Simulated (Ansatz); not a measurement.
**C2H4N, doublet: energies of several shapes or isomers**

Program: Ansatz, Gaussian basis, development build. Basis cc-pVTZ, nonrelativistic, no frozen core; active space CAS(3,3). Restricted Hartree–Fock, then the lowest state-specific CASSCF solution met for each case. Single-reference values can break down or jump between states where bonds are stretched. Solutions in different active orbitals can move differences by tenths of an eV and at times more than 1 eV.

Case A:

```xyz
7

C     0.0000   -1.1284   -0.3908
C     0.0000    0.2721   -0.3536
N     0.0000    1.0393    0.7177
H     0.0000   -1.7118    0.5268
H     0.0000   -1.6701   -1.3313
H     0.0000    0.8016   -1.3101
H     0.0000    0.4429    1.5575
```

Case B:

```xyz
7

C     0.0000   -1.0582   -0.4534
N     0.0000    0.2636   -0.4387
C     0.0000    0.8971    0.7215
H     0.0000   -1.6636    0.4618
H     0.0000   -1.5718   -1.4110
H     0.0000    1.9837    0.7254
H     0.0000    0.3732    1.6857
```

Energy less that of case A, in eV:

| case | RHF/ROHF |
| --- | --- |
| B | +0.294 |

Problem. What does SC-NEVPT2 give for these differences?

Solution. B: +0.243 eV (5.6 kcal/mol).
